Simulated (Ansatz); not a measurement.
System: LaOBiS₂ (P4/nmm, No. 129; cell taken from a computed entry). Method: r²SCAN+SOC in Ansatz (plane waves, PAW).

Numerical settings: plane-wave cutoff 560 eV, 8×8×2 k mesh (along the axes of the cell as run), Fermi–Dirac smearing 0.01 eV, PAW data made under PBE.

Cell (relaxed with PBEsol):

```
CELL_PARAMETERS angstrom
      4.00295     0.00000     0.00000
      0.00000     4.00295     0.00000
      0.00000     0.00000    13.91788
ATOMIC_POSITIONS crystal
  La 0.50000 0.00000 0.58945
  La 0.00000 0.50000 0.41055
  Bi 0.00000 0.50000 0.87004
  Bi 0.50000 0.00000 0.12996
  S  0.50000 0.00000 0.89362
  S  0.00000 0.50000 0.10638
  S  0.00000 0.50000 0.69045
  S  0.50000 0.00000 0.30955
  O  0.00000 0.00000 0.50000
  O  0.50000 0.50000 0.50000
```

Estimate the band gap and Γ–Γ gap that the calculation returns.


- band gap: 0.63 eV (on the SCF k mesh)
- Γ–Γ gap: 3.46 eV

Note: cell and atoms aren't relaxed at this level (largest force component 0.25 eV/Å, pressure 2.7 GPa); the cell has widely spaced layers and the level no dispersion term, so their spacing and the moduli can rest on weak binding.

Ansatz is a quantum-chemistry and plane-wave program.
